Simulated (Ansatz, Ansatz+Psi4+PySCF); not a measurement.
```tsv
atom	x (Å)	y (Å)	z (Å)
S	0.0000	0.0000	1.5611
C	0.0000	0.0000	0.0000
S	0.0000	0.0000	-1.5611
```

Basis set: cc-pVTZ on C; cc-pV(T+d)Z on S (spherical functions). Left uncorrelated: 11 orbitals. Charge 0, multiplicity 1.

Computed with Ansatz (development build ahead of 0.2.0); free ground-state atoms in the same class of orbitals, no zero-point energy, no relativity.

The atomization energy of singlet CS2 from measured heats of formation, zero-point and thermal terms removed is 12.047 eV (G2/97 set, Curtiss et al., J. Chem. Phys. 106, 1063 (1997), as shipped with ASE); it holds spin-orbit and other relativistic effects.

(1) How far do RHF-CCSD(T), RHF-CCSD, RHF-MP2 miss it in this basis?

Answers

(1)

```tsv
method	atomization energy (eV)	computed − measured (eV)
RHF-CCSD(T)	11.549	-0.498
RHF-CCSD	10.915	-1.132
RHF-MP2	12.322	0.275
```

Caution: large share of triples, a single reference is doubtful.
